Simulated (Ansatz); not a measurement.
Write a Python script for the Python package of Ansatz (0.2.0) that makes a search for lower mean-field states of AlH3O2, SMILES [OH][AlH][OH]. Settings (for the species named): Hartree-Fock, def2-SVP basis, multiplicity 1.

```json
{"atom": "O", "x (Å)": "-1.2356", "y (Å)": "-0.8777", "z (Å)": "-0.6936"}
{"atom": "Al", "x (Å)": "0.1634", "y (Å)": "0.2016", "z (Å)": "-0.2778"}
{"atom": "O", "x (Å)": "0.7567", "y (Å)": "0.2442", "z (Å)": "1.4346"}
{"atom": "H", "x (Å)": "-1.9889", "y (Å)": "-0.2262", "z (Å)": "-0.5721"}
{"atom": "H", "x (Å)": "0.8905", "y (Å)": "1.0668", "z (Å)": "-1.4231"}
{"atom": "H", "x (Å)": "1.4560", "y (Å)": "-0.4726", "z (Å)": "1.4858"}
```

`alh3o2_states.py`:
```python
"""Does a wider search find a lower mean-field state of AlH3O2?"""

import ansatz
import numpy as np

geometry_ang = [
    ("O", [-1.2356, -0.8777, -0.6936]),
    ("Al", [0.1634, 0.2016, -0.2778]),
    ("O", [0.7567, 0.2442, 1.4346]),
    ("H", [-1.9889, -0.2262, -0.5721]),
    ("H", [0.8905, 1.0668, -1.4231]),
    ("H", [1.456, -0.4726, 1.4858]),
]
molecule = ansatz.Crystal.molecule()
for symbol, xyz in geometry_ang:
    molecule = molecule.atom(symbol, xyz)
symbols = [site.symbol for site in molecule.cartesian_sites]

start = np.array([site.position_ang for site in molecule.cartesian_sites])
for factor in [1.0, 1.25, 1.6]:
    xyz = (start - start.mean(axis=0)) * factor
    scaled = ansatz.Crystal.molecule()
    for symbol, place in zip(symbols, xyz):
        scaled = scaled.atom(symbol, place.tolist())
    setup = scaled.calculation()
    setup = setup.basis(gaussian="def2-SVP")
    setup = setup.functional("hf")
    setup = setup.spin("collinear")
    for search in ("off", "standard"):
        try:
            summary = setup.scf(lower_state_search=search).run(threads=1).report
        except ansatz.AnsatzError as error:
            print(f"x{factor} search {search}: {type(error).__name__}")
            continue
        state = summary["mean_field"]["state"]
        print(f"all distances x{factor}, search {search:8s} E = {summary['free_energy_ev']:.5f} eV  <S^2> = {abs(state['spin_squared']):.3f}  other states met: {len(summary['mean_field']['others'])}")
```

```console
$ python alh3o2_states.py
all distances x1.0, search off      E = -10701.16578 eV  <S^2> = 0.000  other states met: 0
all distances x1.0, search standard E = -10701.16578 eV  <S^2> = 0.000  other states met: 0
all distances x1.25, search off      E = -10693.45659 eV  <S^2> = 0.000  other states met: 0
all distances x1.25, search standard E = -10693.45669 eV  <S^2> = 0.019  other states met: 2
all distances x1.6, search off      E = -10681.23484 eV  <S^2> = 0.000  other states met: 0
all distances x1.6, search standard E = -10687.75484 eV  <S^2> = 2.806  other states met: 10
```

Caveats:
- Total energies depend on the basis set; only differences at equal settings carry meaning.
- The count of other states can hold repeated and symmetry-equivalent ends of the search; scaling all distances is a test, and for more than two atoms no physical path.
- The structure is a rough, unrelaxed start.
- The expectation value of S² is noticeably off S(S+1) in at least one run, so that state is spin-contaminated.
- Wall time of the script: 13 s on 1 thread of Arm Neoverse V1, on a shared host, peak memory 0.19 GiB.
